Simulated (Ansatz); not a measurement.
```xyz
14

C    -1.638   -2.277   -0.100
C    -1.458   -1.091   -0.148
C    -1.215    0.341   -0.215
C     0.245    0.692   -0.507
C     1.188    0.238    0.590
O     2.539    0.522    0.299
H    -1.805   -3.327   -0.057
H    -1.525    0.799    0.732
H    -1.858    0.772   -0.988
H     0.320    1.779   -0.626
H     0.554    0.240   -1.453
H     0.887    0.684    1.549
H     1.127   -0.846    0.706
H     2.639    1.474    0.218
```

Total charge 0; spin multiplicity 1.

Question: List the ωB97M-V/def2-TZVPP orbital energies in eV (Ansatz). (An estimate is asked.)

Answer: Computed: Occupied: -526.00, -282.61, -282.25, -281.63, -281.55, -281.19, -31.37, -25.65, -23.57, -21.99, -19.93, -17.40, -17.02, -16.11, -15.11, -15.06, -14.12, -13.14, -12.74, -11.71, -10.46, -10.09, -9.98. Lowest empty: 2.27, 2.79, 3.12, 3.46, 3.59, 3.84, 4.13, 4.73.
